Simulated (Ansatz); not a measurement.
**AlSiH₄ (quartet): wave-function methods side by side, cc-pVDZ**

Aim: climb from Hartree-Fock through coupled cluster for AlSiH₄ (quartet) at one geometry and basis, and see what each rung misses.

Method: cc-pVDZ, core rule «outside noble gas», up to 10 orbitals frozen; program: Ansatz 0.2.0, Gaussian basis.

The runs, in order: UHF; CCSD(T) on ROHF; CCSD(T) on UHF; BCCD(T) on ROHF; CISD as a restricted active space (open shells left free, so some higher excitations enter); CCSDT(Q) on ROHF; CCSDT(Q) on UHF.

15 further runs of the same task are left out: 4 that didn't finish, 11 set aside as unsound or not needed. Runs told in other sessions of the task aren't counted.

## 1. The geometry

The geometry is a PBE0/def2-TZVP stationary point (not a proven minimum) of the parent state, kept for this charge and spin.

6 atoms, charge 0, spin multiplicity 4.

Atoms are counted from 1 here; the program's logs count them from 0.

Bond lengths: Si1–Al2 2.477 Å, Si1–H3 1.492 Å, Si1–H4 1.492 Å, Si1–H5 1.492 Å, Al2–H6 1.605 Å. Angles: Al2–Si1–H3 115.7°, Al2–Si1–H4 109.2°, Al2–Si1–H5 109.2°, H3–Si1–H4 107.7°, H3–Si1–H5 107.7°, H4–Si1–H5 107.0°, Si1–Al2–H6 120.9°.

In the tables R marks a restricted open-shell determinant and U an unrestricted one; energies count from the table's Hartree-Fock row.

## 2. UHF

Input file in.yaml:

```yaml
crystal:
  periodic: [false, false, false]
  atoms:
    - {symbol: Si, position_ang: [0.000000, 0.049312, 1.158451]}
    - {symbol: Al, position_ang: [0.000000, -0.101211, -1.313837]}
    - {symbol: H, position_ang: [0.000000, 1.430438, 1.723316]}
    - {symbol: H, position_ang: [1.198904, -0.658842, 1.694066]}
    - {symbol: H, position_ang: [-1.198904, -0.658842, 1.694066]}
    - {symbol: H, position_ang: [0.000000, 1.222494, -2.220719]}
basis:
  gaussian: {orbitals: cc-pVDZ}
magnetization: {spin_polarized: true, initial_magnetization: 3}
hamiltonian: {xc: hf}
output: {orbitals: {seedname: orbitals}}
```

Command:

```sh
> ansatz run in.yaml --threads 1 --pin off --events-out ev --progress --plain --max-ram 2393MiB
```

The log of the run:

```text
Functional definition: HF
  name "HF"
  cite "Fock, Z. Phys. 61, 126 (1930) doi:10.1007/BF01340294"
  parent pbe
  exchange = exact_x
  correlation = 0
535 factors; integrals over basis functions are off by at most 1.1e-3 eV
mean field evaluation 1: about -14502.4058 eV, gradient 9.0e0 eV
mean field evaluation 2: about -14502.4098 eV, gradient 9.0e0 eV
mean field evaluation 4: about -14503.8857 eV, gradient 1.2e0 eV
mean field evaluation 8: about -14503.9796 eV, gradient 1.4e-1 eV
mean field -14503.98081333 eV, -533.0114637387 hartree, gradient 1.9e-5 eV, S^2 3.758060; 0 other end points of the search recorded, 0 dependent functions left out
reference -14503.98081333 eV, -533.0114637387 hartree; 17, 14 occupied and 39, 42 virtual orbitals, 535 factors
Total energy: -14503.98081333 eV, -533.0114637387 hartree
```

Wall time 0.48 s (1 thread of INTEL XEON PLATINUM 8581C at 2.30GHz, shared host).

From the report: ⟨S²⟩ of the determinant 3.758 (pure quartet: 3.75).

## 3. CCSD(T) on ROHF

Edit in.yaml of step 2 so:

```diff
@@ -11,4 +11,4 @@
   gaussian: {orbitals: cc-pVDZ}
-magnetization: {spin_polarized: true, initial_magnetization: 3}
-hamiltonian: {xc: hf}
-output: {orbitals: {seedname: orbitals}}
+magnetization: {spin_polarized: false, initial_magnetization: 3}
+correlation: {method: ccsd_t, electrons: outside_noble_gas}
+output: {forces: true}
```

Launched as before.

The log of the run, cut to the lines that bear on the results:

```text
Functional definition: HF
  name "HF"
  cite "Fock, Z. Phys. 61, 126 (1930) doi:10.1007/BF01340294"
  parent pbe
[...]
535 factors; integrals over basis functions are off by at most 1.1e-3 eV
[...]
mean field -14503.92052780 eV, -533.0092482862 hartree, gradient 2.8e-6 eV, S^2 3.750000; 1 other end points of the search recorded, 0 dependent functions left out
determinant -14503.92052780 eV, -533.0092482862 hartree, with singles and doubles -14508.99078758 eV, -533.1955768964 hartree
determinant -14501.11752667 eV, -532.9062398947 hartree, with singles and doubles -14506.33809192 eV, -533.0980921288 hartree
10 core orbitals not correlated: weight in the atoms' cores, before any rotation towards them, 1.000 or more for the frozen orbitals, at most 0.000 for the correlated occupied ones
reference -14503.92052780 eV, -533.0092482862 hartree; 7, 4 occupied and 39, 42 virtual orbitals, 535 factors
second order -3.84018115 eV of doubles, -0.03496006 eV of singles
cycle   1  -5.07104066 eV  change   -7.8e-4 eV  update   2.4e-3
[...]
cycle  10  -5.07381066 eV  change    2.7e-7 eV  update   1.3e-6
perturbative correction -0.14147412 eV, -0.0051990780 hartree
[...]
Total energy: -14509.13581258 eV, -533.2009064667 hartree
Atom 0 at     0.000000     0.049312     1.158451 Å, force     0.000000     0.646629     1.961846 eV/Å
Atom 1 at     0.000000    -0.101211    -1.313837 Å, force    -0.000000    -1.203309    -1.504221 eV/Å
Atom 2 at     0.000000     1.430438     1.723316 Å, force     0.000000     0.142643    -0.189353 eV/Å
Atom 3 at     1.198904    -0.658842     1.694066 Å, force     0.161692    -0.124630    -0.273857 eV/Å
Atom 4 at    -1.198904    -0.658842     1.694066 Å, force    -0.161692    -0.124630    -0.273857 eV/Å
Atom 5 at     0.000000     1.222494    -2.220719 Å, force    -0.000000     0.663297     0.279443 eV/Å
Dipole moment:     0.000000     0.085697     0.387278 e Å
```

Wall time 5.5 s (1 thread of INTEL XEON PLATINUM 8581C at 2.30GHz, shared host).

From the report: correlation -5.2153 eV; T1 0.041; largest double amplitude 0.06.

## 4. CCSD(T) on UHF

Edit in.yaml of step 3 so:

```diff
@@ -11,3 +11,3 @@
   gaussian: {orbitals: cc-pVDZ}
-magnetization: {spin_polarized: false, initial_magnetization: 3}
+magnetization: {spin_polarized: true, initial_magnetization: 3}
 correlation: {method: ccsd_t, electrons: outside_noble_gas}
```

Launched as before.

The log of the run, cut to the lines that bear on the results:

```text
Functional definition: HF
  name "HF"
  cite "Fock, Z. Phys. 61, 126 (1930) doi:10.1007/BF01340294"
  parent pbe
[...]
535 factors; integrals over basis functions are off by at most 1.1e-3 eV
[...]
mean field -14503.98081333 eV, -533.0114637387 hartree, gradient 1.9e-6 eV, S^2 3.758061; 3 other end points of the search recorded, 0 dependent functions left out
determinant -14503.98081333 eV, -533.0114637387 hartree, with singles and doubles -14508.99467768 eV, -533.1957198548 hartree
determinant -14501.29507022 eV, -532.9127644998 hartree, with singles and doubles -14506.34426488 eV, -533.0983189811 hartree
determinant -14500.57645519 eV, -532.8863558844 hartree, with singles and doubles -14505.71336845 eV, -533.0751339647 hartree
determinant -14500.51627184 eV, -532.8841441872 hartree, with singles and doubles -14505.58022093 eV, -533.0702408837 hartree
[...]
second order -3.83403709 eV of doubles, -0.00000000 eV of singles
cycle   1  -5.01438084 eV  change   -5.2e-4 eV  update   2.4e-3
[...]
cycle  11  -5.01692090 eV  change   -1.2e-6 eV  update   5.1e-7
perturbative correction -0.13892500 eV, -0.0051053997 hartree
[...]
Total energy: -14509.13665924 eV, -533.2009375810 hartree
Atom 0 at     0.000000     0.049312     1.158451 Å, force     0.000000     0.645950     1.960746 eV/Å
Atom 1 at     0.000000    -0.101211    -1.313837 Å, force    -0.000000    -1.210387    -1.498657 eV/Å
Atom 2 at     0.000000     1.430438     1.723316 Å, force    -0.000000     0.142380    -0.189486 eV/Å
Atom 3 at     1.198904    -0.658842     1.694066 Å, force     0.160964    -0.124273    -0.273629 eV/Å
Atom 4 at    -1.198904    -0.658842     1.694066 Å, force    -0.160964    -0.124273    -0.273629 eV/Å
Atom 5 at     0.000000     1.222494    -2.220719 Å, force    -0.000000     0.670603     0.274656 eV/Å
Dipole moment:     0.000000     0.086425     0.385815 e Å
```

Wall time 5.5 s (1 thread of INTEL XEON PLATINUM 8581C at 2.30GHz, shared host).

From the report: ⟨S²⟩ of the determinant 3.758 (pure quartet: 3.75); correlation -5.1558 eV; T1 0.035; largest double amplitude 0.06.

## 5. BCCD(T) on ROHF

Edit in.yaml of step 4 so:

```diff
@@ -11,4 +11,3 @@
   gaussian: {orbitals: cc-pVDZ}
-magnetization: {spin_polarized: true, initial_magnetization: 3}
-correlation: {method: ccsd_t, electrons: outside_noble_gas}
-output: {forces: true}
+magnetization: {spin_polarized: false, initial_magnetization: 3}
+correlation: {method: bccd_t, electrons: outside_noble_gas}
```

The command is unchanged.

The log of the run, cut to the lines that bear on the results:

```text
Functional definition: HF
  name "HF"
  cite "Fock, Z. Phys. 61, 126 (1930) doi:10.1007/BF01340294"
  parent pbe
[...]
535 factors; integrals over basis functions are off by at most 1.1e-3 eV
[...]
mean field -14503.92052780 eV, -533.0092482862 hartree, gradient 2.8e-6 eV, S^2 3.750000; 1 other end points of the search recorded, 0 dependent functions left out
determinant -14503.92052780 eV, -533.0092482862 hartree, with singles and doubles -14508.99078758 eV, -533.1955768964 hartree
determinant -14501.11752667 eV, -532.9062398947 hartree, with singles and doubles -14506.33809192 eV, -533.0980921288 hartree
10 core orbitals not correlated: weight in the atoms' cores, before any rotation towards them, 1.000 or more for the frozen orbitals, at most 0.000 for the correlated occupied ones
reference -14503.92052780 eV, -533.0092482862 hartree; 7, 4 occupied and 39, 42 virtual orbitals, 535 factors
second order -3.84018115 eV of doubles, -0.03496006 eV of singles
cycle   1  -5.07723863 eV  change   -7.0e-3 eV  update   2.0e-2
[...]
cycle  10  -5.06931767 eV  change    4.9e-6 eV  update   1.3e-5
perturbative correction -0.14814517 eV, -0.0054442347 hartree
Total energy: -14509.13799064 eV, -533.2009865090 hartree
```

It took 2.6 s on 1 thread of INTEL XEON PLATINUM 8581C at 2.30GHz, shared host.

From the report: correlation -5.2175 eV; largest double amplitude 0.06.

## 6. CISD as a restricted active space (open shells left free, so some higher excitations enter)

Edit in.yaml of step 5 so:

```diff
@@ -12,2 +12,2 @@
 magnetization: {spin_polarized: false, initial_magnetization: 3}
-correlation: {method: bccd_t, electrons: outside_noble_gas}
+correlation: {active_space: {ras: {orbitals: [4, 3, 39], electrons: 11, max_holes: 2, max_particles: 2}, fixed_orbitals: true}}
```

The command is unchanged.

The log of the run:

```text
Functional definition: HF
  name "HF"
  cite "Fock, Z. Phys. 61, 126 (1930) doi:10.1007/BF01340294"
  parent pbe
  exchange = exact_x
  correlation = 0
535 factors; integrals over basis functions are off by at most 1.1e-3 eV
mean field evaluation 1: about -14502.3879 eV, gradient 1.1e1 eV
mean field evaluation 2: about -14502.3914 eV, gradient 1.1e1 eV
mean field evaluation 4: about -14503.7935 eV, gradient 1.5e0 eV
mean field evaluation 8: about -14503.9201 eV, gradient 1.8e-1 eV
mean field -14503.92052780 eV, -533.0092482862 hartree, gradient 2.8e-6 eV, S^2 3.750000; 0 other end points of the search recorded, 0 dependent functions left out
reference -14503.92052780 eV, -533.0092482862 hartree; 17, 14 occupied and 39, 42 virtual orbitals, 535 factors
state -14508.58964938 eV, -533.1808353396 hartree
Total energy: -14508.58964938 eV, -533.1808353396 hartree
```

Wall time 10 s (1 thread of INTEL XEON PLATINUM 8581C at 2.30GHz, shared host).

From the report: 163,011 determinants.

## 7. CCSDT(Q) on ROHF

Edit in.yaml of step 6 so:

```diff
@@ -12,2 +12,2 @@
 magnetization: {spin_polarized: false, initial_magnetization: 3}
-correlation: {active_space: {ras: {orbitals: [4, 3, 39], electrons: 11, max_holes: 2, max_particles: 2}, fixed_orbitals: true}}
+correlation: {method: ccsdt_q, electrons: outside_noble_gas}
```

Launched as before.

The log of the run, cut to the lines that bear on the results:

```text
Functional definition: HF
  name "HF"
  cite "Fock, Z. Phys. 61, 126 (1930) doi:10.1007/BF01340294"
  parent pbe
[...]
1071 factors; integrals over basis functions are off by at most 1.8e-7 eV
[...]
mean field -14503.92060974 eV, -533.0092512975 hartree, gradient 2.9e-6 eV, S^2 3.750000; 1 other end points of the search recorded, 0 dependent functions left out
determinant -14503.92060974 eV, -533.0092512975 hartree, with singles and doubles -14508.99084057 eV, -533.1955788439 hartree
determinant -14501.11761188 eV, -532.9062430259 hartree, with singles and doubles -14506.33815717 eV, -533.0980945269 hartree
10 core orbitals not correlated: weight in the atoms' cores, before any rotation towards them, 1.000 or more for the frozen orbitals, at most 0.000 for the correlated occupied ones
reference -14503.92060974 eV, -533.0092512975 hartree; 7, 4 occupied and 39, 42 virtual orbitals, 1071 factors
second order -3.84020947 eV of doubles, -0.03495995 eV of singles
cycle   1  -4.66670676 eV  change   -7.9e-1 eV  update   8.8e-2
[...]
cycle  20  -5.26032586 eV  change   -1.2e-7 eV  update   2.9e-7
perturbative correction -0.00406771 eV, -0.0001494857 hartree
Total energy: -14509.18500331 eV, -533.2027141928 hartree
```

It took 33 s on 1 thread of INTEL XEON PLATINUM 8581C at 2.30GHz, shared host; peak memory 0.61 GiB.

From the report: correlation -5.2644 eV; T1 0.046; largest double amplitude 0.07.

## 8. CCSDT(Q) on UHF

Edit in.yaml of step 7 so:

```diff
@@ -11,3 +11,3 @@
   gaussian: {orbitals: cc-pVDZ}
-magnetization: {spin_polarized: false, initial_magnetization: 3}
+magnetization: {spin_polarized: true, initial_magnetization: 3}
 correlation: {method: ccsdt_q, electrons: outside_noble_gas}
```

The command is unchanged.

The log of the run, cut to the lines that bear on the results:

```text
Functional definition: HF
  name "HF"
  cite "Fock, Z. Phys. 61, 126 (1930) doi:10.1007/BF01340294"
  parent pbe
[...]
1071 factors; integrals over basis functions are off by at most 1.8e-7 eV
[...]
mean field -14503.98089469 eV, -533.0114667283 hartree, gradient 1.8e-6 eV, S^2 3.758060; 3 other end points of the search recorded, 0 dependent functions left out
determinant -14503.98089469 eV, -533.0114667283 hartree, with singles and doubles -14508.99473043 eV, -533.1957217933 hartree
determinant -14501.29515505 eV, -532.9127676173 hartree, with singles and doubles -14506.34432937 eV, -533.0983213511 hartree
determinant -14500.57652534 eV, -532.8863584624 hartree, with singles and doubles -14505.71341719 eV, -533.0751357561 hartree
determinant -14500.51634297 eV, -532.8841468012 hartree, with singles and doubles -14505.58027023 eV, -533.0702426955 hartree
10 core orbitals not correlated: weight in the atoms' cores, before any rotation towards them, 1.000 or more for the frozen orbitals, at most 0.000 for the correlated occupied ones
reference -14503.98089469 eV, -533.0114667283 hartree; 7, 4 occupied and 39, 42 virtual orbitals, 1071 factors
second order -3.83406555 eV of doubles, -0.00000000 eV of singles
cycle   1  -4.62348710 eV  change   -7.9e-1 eV  update   8.7e-2
[...]
cycle  19  -5.20033824 eV  change   -1.3e-6 eV  update   5.0e-7
perturbative correction -0.00509054 eV, -0.0001870737 hartree
Total energy: -14509.18632346 eV, -533.2027627075 hartree
```

It took 30 s on 1 thread of INTEL XEON PLATINUM 8581C at 2.30GHz, shared host; peak memory 0.5 GiB.

From the report: ⟨S²⟩ of the determinant 3.758 (pure quartet: 3.75); correlation -5.2054 eV; T1 0.040; largest double amplitude 0.07.

## 9. Misses and costs

The yardstick is UCCSDT(Q), where the cluster series has nearly closed. Rows without a time are mean-field rows or come out of runs for another level: lower rungs of the coupled-cluster runs, or the Hartree-Fock search. The times of RCCSD(T), UCCSD(T) include forces.

| method | energy from the lowest ROHF (meV) | from UCCSDT(Q) (meV) | time |
| --- | --- | --- | --- |
| ROHF | 0.0 | +5265.8 |  |
| UHF | -60.3 | +5205.5 |  |
| RMP2 | -3875.1 | +1390.7 |  |
| UMP2 | -3894.3 | +1371.5 |  |
| CISD | -4669.1 | +596.7 | 10 s |
| RCCSD | -5073.8 | +192.0 |  |
| UCCSD | -5077.2 | +188.6 |  |
| RCCSD(T) | -5215.3 | +50.5 | 5.5 s |
| UCCSD(T) | -5216.1 | +49.7 | 5.5 s |
| BCCD(T) | -5217.5 | +48.3 | 2.6 s |
| RCCSDT | -5260.4 | +5.4 |  |
| UCCSDT | -5260.7 | +5.1 |  |
| RCCSDT(Q) | -5264.5 | +1.3 | 33 s |
| UCCSDT(Q) | -5265.8 | 0 | 30 s |

Among the levels timed on like hardware and quicker than the yardstick, those that no quicker one beats, quickest first: BCCD(T) (2.6 s, +48.3 meV).

## 10. Summary of results

```
                         quantity                      value
    UCCSDT(Q) from the ROHF energy                 -5.2658 eV
              RMP2 from UCCSDT(Q)                +1390.7 meV
              UMP2 from UCCSDT(Q)                +1371.5 meV
             RCCSD from UCCSDT(Q)                 +192.0 meV
          RCCSD(T) from UCCSDT(Q)                  +50.5 meV
          UCCSD(T) from UCCSDT(Q)                  +49.7 meV
         RCCSDT(Q) from UCCSDT(Q)                   +1.3 meV
levels within 1 kcal/mol (43 meV)  RCCSDT, UCCSDT, RCCSDT(Q)
                    T1 diagnostic                      0.041
```

RCCSD(T) misses by +50.5 meV, 1.0 % of the correlation energy. These misses are within one basis, not against nature; the frozen cores of restricted and unrestricted runs differ, which can shift their rows.

With open shells the CI space here admits some higher excitations, so it is larger than plain CISD.

BCCD(T) reaches 48.3 meV from the reference in 2.6 s, where UCCSDT(Q) took 30 s.
